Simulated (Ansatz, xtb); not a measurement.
System: C2H2Cl, charge 0, multiplicity 2. It need not be the lowest isomer of its formula. 
Geometry from a B3LYP-D3(BJ)/def2-TZVP (Ansatz, an electronic-structure program) optimisation:
```
C
C 1 1.2939
H 2 1.0745 1 142.67
H 1 1.0812 2 125.45 3 180.00
Cl 1 1.7731 4 111.99 2 -180.00
```
Charge 0, spin multiplicity 2.

Harmonic wavenumbers from GFN2-xTB (xtb, at its own minimum), cm⁻¹: 294, 502, 568, 662, 874, 1098, 1715, 3086, 3257.

Give the harmonic wavenumbers at B3LYP-D3(BJ)/def2-TZVP (Ansatz, finite differences of forces, unscaled).

346, 645, 664, 786, 837, 1216, 1635, 3194, 3300 cm⁻¹. Zero-point energy 18.0 kcal/mol.

From these and the geometry, give the ideal-gas thermochemistry at 298.15 K and 1 atm (rigid rotor, harmonic oscillator).

Point group Cs, rotational symmetry number 1. Rotational constants 58.38, 6.369, 5.743 GHz. S(trans) 38.27, S(rot) 22.54, S(vib) 2.36, S(elec, spin only) 1.38, S 64.5 cal/(mol K). H(298) - H(0) 2.87 kcal/mol; G - E(el) 1.7 kcal/mol.
